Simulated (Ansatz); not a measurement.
Abstraction of F: C3H6F2 + CF3 → C3H6F + CF4

Species: C3H6F2 `CC(F)CF`, singlet; CF3 (trifluoromethyl radical) `F[C](F)F`, doublet; C3H6F `C[CH]CF`, doublet; CF4 (tetrafluoromethane) `FC(F)(F)F`, singlet. A radical takes F: the energy is the difference in strength between two C–F bonds in different surroundings.

Shapes, held fixed at every level: PBE0-D4/def2-TZVP. Flexible molecules stand in one conformer, not always the lowest. Programs: Ansatz 0.2.0. The zero-point and thermal change to 298 K, harmonic and unscaled (PBE0-D4/def2-TZVP), is -5.6 kJ/mol.

| level | kind | ΔH(298 K) (kJ/mol) | less CCSD(T)/CBS estimate |
| --- | --- | --- | --- |
| MP2/def2-TZVPP | perturbation theory | -68.1 | +0.8 |
| HF/def2-SVP | Hartree–Fock | -90.2 | -21.3 |
| SPW92/def2-TZVPP | LDA | -71.1 | -2.2 |
| wB97X-V/def2-TZVPP | range-separated hybrid | -66.3 | +2.6 |
| B2PLYP/def2-TZVPP | double hybrid | -65.6 | +3.3 |
| CCSD(T)/def2-TZVPP | coupled cluster or CI | -70.8 | -1.9 |
| CCSD/def2-TZVPP | coupled cluster or CI | -72.8 | -3.9 |
| CCSD(T)/CBS estimate | coupled cluster or CI | -68.9 | 0.0 |

The highest level, CCSD(T)/CBS estimate, gives ΔH(298 K) = -68.9 kJ/mol; the levels span -90.2 to -65.6. The column of differences is taken from that level and isn't an error. No measured value is set beside it here. Open shells run unrestricted. The CBS estimate extrapolates MP2 from def2-TZVPP and def2-QZVPP and adds CCSD(T) − MP2 in the triple-zeta set, cores frozen.
